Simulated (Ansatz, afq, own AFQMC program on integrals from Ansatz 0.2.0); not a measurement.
# Where AFQMC and coupled cluster stand for GeH2, singlet

```yaml
atoms:
  - { symbol: Ge, position_ang: [0.0000, -0.0285, 0.0018] }
  - { symbol: H, position_ang: [0.0000, 1.0923, -1.1317] }
  - { symbol: H, position_ang: [0.0000, 0.9629, 1.0044] }
```

Basis cc-pVDZ. Only valence electrons are correlated. AFQMC by an in-house program on the Cholesky factors that Ansatz 0.2.0 writes for its CCSD(T) run. The CISD trial takes its coefficients from CCSD amplitudes. Released means that phaseless walkers are propagated on without the constraint, phases kept. ± is one standard error of the sampling. No spin–orbit coupling.

Determinant: UHF, the one that the program's search chose, which needn't be the lowest solution. The geometry is a point of a scan.

Full CI on the same integrals is exact in this basis and with this determinant's frozen core.

Cautions: no relativity below Rb; no spin-orbit coupling; inner d shell frozen; an unrestricted solution with more broken spin lies lower (43 meV, ⟨S²⟩ 0.28), while this determinant keeps restricted orbitals.

```
T1 diagnostic                               : 0.0122
weight of the determinant in the CISD state : 0.919
⟨S²⟩ of the determinant                     : 0.000
size of the correlated space                : 6 electrons in 23 orbitals
```

| level | correlation energy (eV) |
| --- | --- |
| MP2 | -2.2644 |
| CCSD | -2.9666 |
| CCSD(T) | -3.0177 |

Question: Estimate where phaseless AFQMC with a CISD trial lies against CCSD(T) on the same integrals.

Answer: 0.52 ± 0.08 mEh below CCSD(T).

Reference: full CI, correlation energy -3.033 eV. The released energy is read at 2.40 1/Eh (meV from the phaseless value at times in 1/Eh: 1.0 ± 1.6 at 0.24, -1.0 ± 1.4 at 0.51, -1.0 ± 0.8 at 0.99, -0.6 ± 0.9 at 1.62, -2.8 ± 1.0 at 2.40).

| level | E − E(reference) (mEh) | share of correlation (%) |
| --- | --- | --- |
| CCSD(T) | 0.57 | 99.49 |
| CCSDT | 0.09 | 99.91 |
| CCSDT(Q) | 0.02 | 99.98 |
| CCSDTQ | 0.00 | 100.00 |
| ph-AFQMC/CISD | 0.05 ± 0.08 | 99.95 |
| released AFQMC | -0.05 ± 0.04 | 100.04 |

CCSDT and higher add their correlation energy to the determinant of the CCSD(T) run, since their own runs factorise the integrals more tightly (a shift of under 2 meV). A walk keeps the symmetry of its determinant, which the program's search chose and which needn't be the lowest solution, so a lower state of the same spin and another symmetry isn't excluded. Released energies are given only where the last usable release times agree within the noise; a slower fall can still hide under it.
